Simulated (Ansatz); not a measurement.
Born–Oppenheimer molecular dynamics of C$_{2}$H$_{4}$ClF (8 atoms, charge 0, multiplicity 1). It starts from a relaxed structure.

Computed with RKS B3LYP/def2-SVP in Ansatz.

| Property | Result |
| --- | --- |
| ensemble | NVE (velocity Verlet) |
| time step | 1 fs |
| steps asked | 100 |
| starting velocities drawn for | 1000 K |
| seed | 861726 |

First frame:

```xyz
8
Properties=species:S:1:pos:R:3
C 0.023 0.802 -0.062
C -0.049 -0.689 0.166
F 1.031 -1.106 0.885
Cl -0.085 -1.583 -1.406
H -0.853 1.150 -0.628
H 0.050 1.316 0.911
H 0.935 1.050 -0.624
H -0.959 -0.998 0.702
```

Problem. How far do the bonds stretch over the last three quarters of this one trajectory? (Pairs bonded in most of those frames.)

Solution. 
```json
{"bond": "C1–C2", "mean (Å)": "1.520", "spread (Å)": "0.054", "shortest": "1.41", "longest": "1.63"}
{"bond": "C1–H5", "mean (Å)": "1.113", "spread (Å)": "0.067", "shortest": "1.01", "longest": "1.21"}
{"bond": "C1–H6", "mean (Å)": "1.109", "spread (Å)": "0.023", "shortest": "1.05", "longest": "1.17"}
{"bond": "C1–H7", "mean (Å)": "1.106", "spread (Å)": "0.028", "shortest": "1.06", "longest": "1.15"}
{"bond": "C2–F3", "mean (Å)": "1.367", "spread (Å)": "0.041", "shortest": "1.30", "longest": "1.44"}
{"bond": "C2–Cl4", "mean (Å)": "1.809", "spread (Å)": "0.028", "shortest": "1.76", "longest": "1.86"}
{"bond": "C2–H8", "mean (Å)": "1.102", "spread (Å)": "0.014", "shortest": "1.08", "longest": "1.13"}
```

Mean temperature of the second half: 483 K. The conserved energy stayed within 2.7 meV per atom of its start (net change 1.5 meV per atom), so the integration is sound. Over the second half the temperature averaged 0.48 of the 1000 K drawn at the start: a run that starts near a minimum puts about half its kinetic energy into the potential. A run of 0.1 ps of so small a system gives no equilibrium averages.

Time of the run: 4.3 min on 1 thread of Arm Neoverse V2, on a shared host, peak memory 0.14 GiB.
